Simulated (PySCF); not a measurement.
hydrogen peroxide cation (H2O2), SMILES OO (connectivity only; charge and spin as stated), charge +1, multiplicity 2. The structure is a stationary point at PBE-D3(BJ)/def2-TZVP. The multiplicity is an assumed one; other spin states were not compared.

All values below come from PBE-D3(BJ)/def2-TZVP (PySCF).

Harmonic wavenumbers (cm⁻¹): 840, 1171, 1274, 1546, 3304, 3322. Rotational constants (GHz): 295.5, 31.71, 28.64; symmetry number 2.

Work out the zero-point energy and the ideal-gas rigid-rotor harmonic-oscillator thermochemistry at 298.15 K and 1 atm.

ZPE = ½ Σ hcν = ½ × 11457 cm⁻¹ = 68.53 kJ/mol. H − E(el) = 78.72 kJ/mol. Entropy in J/(mol K): translation 152.73, rotation 68.43, vibration 1.10, spin 5.76, total 228.03. G − E(el) = 10.73 kJ/mol. Cp = 37.60 J/(mol K).
